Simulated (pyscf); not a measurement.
Elimination: H₂N–B(Cl)–Cl -> HN=B–Cl + hydrogen chloride (HCl)

Gas phase, singlet surface, charge 0. Bonds broken: N1–H5, B2–Cl3. Bonds formed: Cl3–H5. Optimised with ωB97X-D3(BJ)/def2-SVP in PySCF. MP2 and CC: frozen core, UHF for open shells. ΔMP2 is the change of the MP2 total energy from the triple- to the quadruple-zeta basis.

Transition state (Å):

```xyz
6

N      1.0211     0.7335     0.8909
B      0.4412     0.8176    -0.2710
Cl    -0.8889    -1.1391     0.4622
Cl    -0.0223     1.2872    -1.8350
H      0.1690    -0.3785     1.1375
H      1.7498     1.2586     1.3542
```

One imaginary mode, 1049i cm⁻¹; descent along it reached the two sides named.

```tsv
bond	change	reactant side (Å)	saddle	product side
N1–H5	breaks	1.012	1.422	2.125
B2–Cl3	breaks	1.768	2.477	3.5
Cl3–H5	forms	2.9	1.468	1.294
```

Electronic energies relative to the reactant's lowest minimum found (kJ/mol):

| level | barrier | reaction energy | reverse barrier |
|---|---|---|---|
| ωB97X-D3(BJ)/def2-TZVP | 311.1 | +267.6 | 43.5 |
| PBE/def2-TZVP | 274.2 | +250.3 | 23.8 |
| r²SCAN/def2-TZVP | 290.1 | +264.4 | 25.7 |
| B3LYP-D3(BJ)/def2-TZVP | 290.1 | +249.5 | 40.6 |
| PBE0-D3(BJ)/def2-TZVP | 299.1 | +270.4 | 28.8 |
| M06-2X/def2-TZVP | 306.0 | +260.0 | 46.0 |
| ωB97M-D3(BJ)/def2-TZVP | 300.6 | +254.5 | 46.1 |
| HF/def2-TZVP | 351.1 | +252.2 | 98.9 |
| MP2/def2-QZVPP | 304.0 | +254.5 | 49.4 |
| CCSD/def2-TZVPP | 318.0 | +249.8 | 68.3 |
| CCSD(T)/def2-TZVPP | 307.3 | +248.6 | 58.7 |
| CCSD(T)/def2-TZVPP + ΔMP2(QZVPP) | 306.8 | +249.9 | 56.9 |

With CCSD(T)/def2-TZVPP + ΔMP2(QZVPP) energies and thermal terms (ideal gas, 1 atm, RRHO with modes under 100 cm⁻¹ raised to 100, one conformer, R ln 2 for rigid chiral ones), in kJ/mol:

```json
[
 {"T (K)": "298", "ΔH‡": "284.8", "ΔG‡": "280.8", "ΔH": "+235.0", "ΔG": "+194.5"},
 {"T (K)": "600", "ΔH‡": "285.2", "ΔG‡": "276.5", "ΔH": "+236.9", "ΔG": "+152.4"},
 {"T (K)": "900", "ΔH‡": "285.2", "ΔG‡": "272.1", "ΔH": "+236.4", "ΔG": "+110.1"},
 {"T (K)": "1200", "ΔH‡": "284.7", "ΔG‡": "267.8", "ΔH": "+235.1", "ΔG": "+68.2"}
]
```

One saddle was located; it need not be the lowest between these sides. The CCSD(T) − MP2 part came from Ansatz, without density fitting, on the same reference.
